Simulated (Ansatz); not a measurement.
The input, for Ansatz 0.2.0:

```yaml
crystal:
  periodic: [false, false, false]
  atoms:
    - {symbol: P, position_ang: [0.000000, 0.000000, 0.000000]}
    - {symbol: Be, position_ang: [0.000000, 0.000000, 3.678000]}
basis:
  gaussian: {orbitals: def2-SVPD}
total_charge: 1
magnetization: {spin_polarized: false}
hamiltonian: {xc: {name: r2SCAN}}
correlation: {method: ccsdt, electrons: outside_noble_gas, diis_vectors: 4}
scf: {lower_state_search: off}
```

```sh
$ ansatz run in.yaml --threads 1 --pin off --events-out ev --progress --plain --max-ram 2393MiB
```

Log:

```
these checks for a lower state are left out or cut short: stability, starts, cluster_reference, orbital_swaps, neighbouring_geometries, increment
618 factors; integrals over basis functions are off by at most 2.0e-7 eV
mean field evaluation 1: about -9657.9126 eV, gradient 3.2e1 eV
mean field evaluation 2: about -9657.9120 eV, gradient 3.2e1 eV
mean field evaluation 4: about -9633.7830 eV, gradient 5.4e1 eV
mean field evaluation 8: about -9670.1709 eV, gradient 3.8e0 eV
mean field evaluation 16: about -9670.2510 eV, gradient 2.7e-4 eV
mean field -9670.25096909 eV, -355.3751683827 hartree, gradient 7.1e-6 eV, S^2 0.000000; 0 other end points of the search recorded, 0 dependent functions left out
6 core orbitals not correlated: weight in the atoms' cores, before any rotation towards them, 1.000 or more for the frozen orbitals, at most 0.000 for the correlated occupied ones
reference -9652.70697819 eV, -354.7304386086 hartree; 3, 3 occupied and 27, 27 virtual orbitals, 618 factors
second order -3.24243562 eV of doubles, -0.30059585 eV of singles
cycle   1  -3.67772903 eV  change   -5.9e-1 eV  update   1.3e-1
cycle   2  -4.10057158 eV  change   -4.2e-1 eV  update   7.2e-2
cycle   3  -4.21065178 eV  change   -1.1e-1 eV  update   4.7e-2
cycle   4  -4.47328736 eV  change   -2.6e-1 eV  update   3.5e-2
cycle   5  -4.48560342 eV  change   -1.2e-2 eV  update   2.4e-2
...
cycle  41  -4.81744875 eV  change   -7.5e-7 eV  update   3.0e-7
cycle  42  -4.81744906 eV  change   -3.1e-7 eV  update   2.0e-7
cycle  43  -4.81744903 eV  change    3.0e-8 eV  update   1.3e-7
cycle  44  -4.81744899 eV  change    3.7e-8 eV  update   9.8e-8
cycle  45  -4.81744893 eV  change    6.3e-8 eV  update   7.6e-8
cycle  46  -4.81744893 eV  change   -3.7e-9 eV  update   6.0e-8
cycle  47  -4.81744897 eV  change   -3.5e-8 eV  update   4.8e-8
cycle  48  -4.81744903 eV  change   -6.7e-8 eV  update   4.3e-8
cycle  49  -4.81744916 eV  change   -1.3e-7 eV  update   3.9e-8
cycle  50  -4.81744927 eV  change   -1.1e-7 eV  update   3.4e-8
WARN: these amplitudes may be one of several solutions (largest doubles amplitude 0.90, level shift 1.91 eV)
Total energy: -9657.52442746 eV, -354.9074766039 hartree
Checks for a lower state left out: stability, starts, cluster_reference, orbital_swaps, neighbouring_geometries, increment
```

Ran on 1 thread of Arm Neoverse V2, shared host: 2.5 s wall, 0.14 GiB peak host memory.
